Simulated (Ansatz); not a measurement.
`S[B]S`• → B• + 2 H• + 2 S•  (atomization)

Gas-phase electronic energies from Ansatz, PBE0-D4/def2-TZVP geometries. CCSD(T)/CBS is extrapolated from def2-TZVPP and def2-QZVPP, frozen cores. Functionals use def2-TZVPP. HSE06 is defined as in plane-wave codes. Open shells (•) are unrestricted, without spin–orbit coupling. Spin–orbit coupling would lower the free atoms: a little for B, S. Each species was taken in one conformer, which may not be the lowest.

CCSD(T)/CBS gives +1474.7 kJ/mol.

Problem. Another level gave +1472.4 kJ/mol. Which?
A. CAM-B3LYP/def2-TZVPP
B. LDA (SPW92)/def2-TZVPP
C. r2SCAN/def2-TZVPP
D. HSE06/def2-TZVPP

Solution. A. CAM-B3LYP 1472.4, HSE06 1508.0, LDA (SPW92) 1751.4, r2SCAN 1532.5 kJ/mol.

Largest T1 diagnostic among the species: 0.017.

From r2SCAN to r2SCAN0 (25 % exact exchange), in def2-TZVPP and without D4, ΔE moves by −33.8 kJ/mol: exact exchange takes away binding that semilocal exchange gives to molecules. The D4 term adds +18.5 kJ/mol with B3LYP and +9.5 kJ/mol with PBE0; it sums over pairs of atoms, weighted by their polarisabilities, and B3LYP, whose exchange is more repulsive, gets the larger term.

B3LYP here is the variant with VWN-RPA as its local correlation; programs differ in this.

CCSD(T)/CBS has its own doubt, a few kJ/mol and more with outer-core shells, so smaller differences from it don't rank the levels.
